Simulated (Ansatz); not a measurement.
Pb3O4 (P4₂/mbc, No. 135) was calculated with LDA (plane waves, PAW; Ansatz, a program for electronic structure).

Run with plane-wave cutoff 520 eV, 4×4×6 k mesh (along the axes of the cell as run), Fermi–Dirac smearing 0.01 eV, scalar-relativistic PAW data made under PBE.

Computed at the level's own relaxed cell.

### Question
Estimate the band gap, smallest direct gap on the k points sampled, equilibrium lattice constant a and c axis length that the calculation returns.

### Answer

- band gap: 1.19 eV
- smallest direct gap on the k points sampled: 1.29 eV
- equilibrium lattice constant a: 8.698 Å
- c axis length: 6.602 Å

Spin–orbit coupling is not included; with these elements it can move the gap by several tenths of an eV or more.

The result took around 3 core-minutes (rough).
